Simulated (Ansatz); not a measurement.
**C₂N (doublet): from Hartree-Fock to the top rungs, def2-TZVPP**

One table from this session's results is given with a row withheld; the runs are named, their logs left out.

The runs use Ansatz 0.2.0, Gaussian basis; def2-TZVPP, core rule «outside noble gas», up to 3 orbitals frozen.

Plan: UHF; ROHF; CCSD(T) on UHF.

### The geometry

The geometry is a PBE0/def2-TZVP stationary point (not a proven minimum) of the parent state, kept for this charge and spin.

3 atoms, charge 0, spin multiplicity 2.

Atoms are counted from 1 here; the program's logs count them from 0.

Bond lengths: C1–C2 1.310 Å, C2–N3 1.190 Å. Angles: C1–C2–N3 180.0°.

Set-up of the first run:

Contents of in.yaml:

```yaml
crystal:
  periodic: [false, false, false]
  atoms:
    - {symbol: C, position_ang: [0.000000, 0.000000, 1.269867]}
    - {symbol: C, position_ang: [0.000000, 0.000000, -0.039833]}
    - {symbol: N, position_ang: [0.000000, 0.000000, -1.230033]}
basis:
  gaussian: {orbitals: def2-TZVPP}
magnetization: {spin_polarized: true, initial_magnetization: 1}
hamiltonian: {xc: hf}
output: {orbitals: {seedname: orbitals}}
```

The run is started by

```sh
> ansatz run in.yaml --threads 1 --pin off --events-out ev --progress --plain --max-ram 2816MiB --backend cpu
```

Among the steps run: UHF; ROHF; CCSD(T) on UHF.

One table of the session follows, with a row left open; its other results are not shown here.

It belongs to the step «Misses and costs». 

| method | from UCCSD(T) (meV) |
| --- | --- |
| ROHF | +13118.3 |
| UHF | +12522.2 |
| UMP2 | +2107.4 |
| UCCSD | ? |
| UCCSD(T) | 0 |

Q: Estimate the row for UCCSD from the others.

As computed: from UCCSD(T) (meV): +688.7. In the column «from UCCSD(T) (meV)» it lies between UCCSD(T) (0) and UMP2 (+2107.4).

Limits of these values: The determinant is far from a pure spin state, so its energy mixes those of several spin states (harmless only where they are near-degenerate, as at dissociation).
